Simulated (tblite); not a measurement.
Compound: C2H5O2S (doublet state).
Z-matrix (Å and degrees, GFN2-xTB geometry), rows numbered from 1:
```
C 
S   1  1.7275
O   2  1.4512  1  109.33
O   2  1.6936  1   97.48  3   113.14
C   4  1.4033  2  115.29  1  -164.09
H   1  1.0746  2  115.93  3   179.22
H   1  1.0755  2  117.10  3    33.74
H   5  1.0899  4  106.88  2   158.01
H   5  1.0944  4  111.23  2   -82.57
H   5  1.0944  4  110.45  2    39.35
```

All values are computed: GFN2-xTB (tblite) harmonic vibrations without scaling, gas phase. Against measured fundamentals such values can be off by several per cent, at times by over 20. One conformer, not necessarily the lowest. Open shells enter through the occupations alone, without spin polarisation, and single modes of such species can be off by tens of per cent.

Harmonic wavenumbers (cm⁻¹): 60.7, 141.2, 168.5, 205.1, 294.2, 371.3, 433.9, 541.5, 671.0, 742.9, 817.2, 1055.3, 1126.8, 1137.2, 1157.5, 1317.7, 1402.3, 1466.7, 1471.0, 2942.4, 2952.9, 3005.2, 3101.4, 3159.5.

A = 7704, B = 3416, C = 2601 MHz; mass 93.001 u (most abundant isotopes); point group C1, symmetry number 1; spin multiplicity 2.

Problem. Zero-point energy?

Solution. ½Σν̃ = 14872 cm⁻¹ = 42.52 kcal/mol.

Problem. Entropy at 298.15 K, 1 bar (ideal gas, RRHO, classical rotation)?

Solution. Translation 39.53, rotation 25.95, vibration 16.79, spin (R ln 2) 1.38: S = 83.7 cal/(mol K).

Problem. And Cp and H(298.15 K) − H(0)?

Solution. Cp = 25.05 cal/(mol K), of which vibrations give 17.10 (their classical limit is 24 R = 47.7); H(298.15 K) − H(0) = 5.06 kcal/mol without the zero-point energy, 2.69 from vibrations.

Problem. How do the functions run with temperature in this model?

Solution. 
| T (K) | S (cal/(mol K)) | Cp (cal/(mol K)) | H − H(0) (kcal/mol) | G − H(0) (kcal/mol) | ln q(vib) |
| --- | --- | --- | --- | --- | --- |
| 50 | 54.1 | 10.7 | 0.45 | -2.26 | 0.22 |
| 100 | 62.7 | 14.5 | 1.08 | -5.19 | 0.85 |
| 373.15 | 89.6 | 28.3 | 7.07 | -26.38 | 5.03 |
| 500 | 98.6 | 33.0 | 10.97 | -38.33 | 6.87 |
| 750 | 113.3 | 39.4 | 20.08 | -64.89 | 10.20 |
| 1000 | 125.2 | 43.6 | 30.48 | -94.75 | 13.19 |

q(vib) and H(0) count from the zero-point level.

Problem. Which modes carry the vibrational entropy at 298.15 K?

Solution. 60.7 cm⁻¹: 4.43; 141.2 cm⁻¹: 2.79; 168.5 cm⁻¹: 2.45; 205.1 cm⁻¹: 2.09; 294.2 cm⁻¹: 1.45; 371.3 cm⁻¹: 1.07 cal/(mol K); the other 18 give 2.51 together.

Problem. Blend soft modes into free rotors: weight 1/[1 + (100 cm⁻¹/ν̃)⁴] for the oscillator and the rest for a rotor with moment μB/(μ + B), μ = h/(8π²ν), B = 10⁻⁴⁴ kg m². What vibrational entropy results?

Solution. 15.78 cal/(mol K) in place of 16.79, which changes −T·S at 298.15 K by +0.30 kcal/mol.

Problem. What must be added to the electronic energy to get the Gibbs energy at 298.15 K and 1 bar?

Solution. ZPE + [H(298.15 K) − H(0)] − T·S = 42.52 + 5.06 − 24.94 = 22.64 kcal/mol.

Hindered rotation and anharmonicity are outside this model. Other conformers, if any are populated, would add a mixing term that is left out. The structure is chiral; the term R ln 2 for an equal mix with its mirror image is left out.
